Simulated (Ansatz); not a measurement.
Coupled-cluster diagnostics for Si2B, Ansatz.

Geometry of the doublet (PBE0-D4/def2-TZVP):

Cartesian coordinates in Å:
```
B -0.790 1.614 0.758
Si -0.046 0.092 0.045
Si 0.836 -1.706 -0.803
```

Correlated methods freeze 11 core orbitals. In CCSD on the charge 0 doublet the largest single amplitude is 0.18, so its Hartree–Fock determinant may place the open shell otherwise than the density functionals do. The geometry of the doublet was relaxed on an unsound state (⟨S²⟩ 1.68, where a pure state has 0.75). Another isomer (doublet) lies 2.04 eV lower at PBE0-D4/def2-TZVP; other spin states weren't run for this one.

(1) Estimate the CCSD(T) correlation energy, the shares of MP2 and (T), T1 and the reference's ⟨S²⟩ for: charge 0, doublet, own geometry in def2-TZVPP; and the rough time on 4 threads of Arm Neoverse V1 on a shared host.

Answers

(1) 
```tsv
state	basis	correlation (eV)	MP2 share (%)	(T) share (%)	T1	⟨S²⟩ (pure)	wall time	remarks
charge 0, doublet, own geometry	def2-TZVPP	-7.777	76.3	7.8	0.079	2.34 (0.75)	2.7 s	large T1 (0.079), spin-contaminated (⟨S²⟩ 2.34)
```
Customary marks for T1 are 0.02 (closed shells), 0.045 (open shells) and about 0.05 (3d metals). T1 exceeds 0.02 in 1 of 1 rows and 0.045 in 1; the higher it lies, the less the single-reference result can be trusted.
